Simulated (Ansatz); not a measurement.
The Si1–H2 bond of SiH2 (SMILES [SiH2]) is stretched (multiplicity 1, the rest rigid).
Geometry at rest (charge 0, multiplicity 1):
```xyz
3

Si     0.0142    -0.0009     0.1321
H     -0.1123    -1.0850    -0.9304
H     -0.0862     1.0971    -0.9190
```

Correlated levels freeze the cores.

The values were computed with Ansatz (Gaussian basis) for Hartree–Fock, density functionals and correlated methods. 

Energies above the point at 1.523 Å (the B3LYP-D3(BJ) bond length), FCI/cc-pV(D+d)Z (kcal/mol): 5.38 at 1.371 Å; 3.14 at 1.676 Å; 74.95 at 4.874 Å.

Task: Take the last value as the depth D of a Morse curve D(1 − e^(−a(R − R₀)))², fit a and R₀ to the two near points, and test it at 2.056 and 2.666 Å.

Result: 
With D = 75.0, both near points (counted from the curve's value at 1.523 Å) are met by a = 1.53 Å⁻¹ and R₀ = 1.526 Å, so k = 2Da² = 353 kcal/(mol Å²). The curve then gives 23.2 and 51.1 kcal/mol; the level itself gives 24.1 and 55.2, so Morse is off by -0.9 and -4.0.

Ansatz is a quantum-chemistry and plane-wave program.
